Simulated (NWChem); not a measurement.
## HNCO (isocyanic acid): a line through the functionals

The species is HNCO (4 atoms), meant as a singlet with charge 0. As SMILES, `N=C=O`. The coordinates come from a PBE0-D4/def2-TZVP relaxation.

The dipole moment y, in D, basis def2-TZVPP; a is the functional's share of exact exchange. Programs: NWChem 7.3.0.

```
functional  program     a  y (D)
    revPBE   NWChem     0   2.03
      BLYP   NWChem     0   2.06
     B3LYP   NWChem   0.2      ?
      PBE0   NWChem  0.25   2.13
     BHLYP   NWChem   0.5   2.22
```

Fit y = c + s·a to the known rows and predict B3LYP.


1. Means of the 4 rows: a = 0.1875, y = 2.110.
2. Σ(Δa)² = 0.17188, Σ(Δa·Δy) = 0.06, so the slope is 0.06/0.17188 = 0.34908.
3. Intercept: 2.110 − (0.34908) × 0.1875 = 2.045. The largest residual of the fit is 0.015.
4. B3LYP: 2.045 + (0.34908) × 0.2 = 2.11 D.

The run gave 2.13 D, so the prediction is off by -0.02 D, about the scatter of the fit. More exact exchange makes the molecule more polar here.
